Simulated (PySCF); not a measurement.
C₂H₃N. Atoms are numbered in the order given.

```xyz
6

C      0.0000     0.0000    -1.1786
C      0.0000     0.0000     0.2831
N      0.0000     0.0000     1.4313
H     -0.8885     0.5130    -1.5487
H      0.8885     0.5130    -1.5487
H      0.0000    -1.0259    -1.5487
```
Charge 0, spin multiplicity 1.

Geometry optimised at ωB97X-D3(BJ)/def2-TZVP.

Computed with PySCF with CAM-B3LYP/def2-TZVPD.

Gas-phase values at a fixed geometry.

Computed frontier levels, gap, dipole moment and polarisability:
| Quantity | Value |
|---|---|
| highest occupied level | -10.95 eV |
| lowest empty level | 0.52 eV |
| orbital gap | 11.47 eV |
| dipole moment | 4.08 D |
| quadrupole, principal values (traceless, Buckingham form, about the centre of nuclear charge) | -3.36, 1.68, 1.68 D·Å |
| mean static polarisability | 29.3 bohr³ (4.34 Å³) |
| polarisability, principal values | 24.2, 24.2, 39.4 bohr³ |
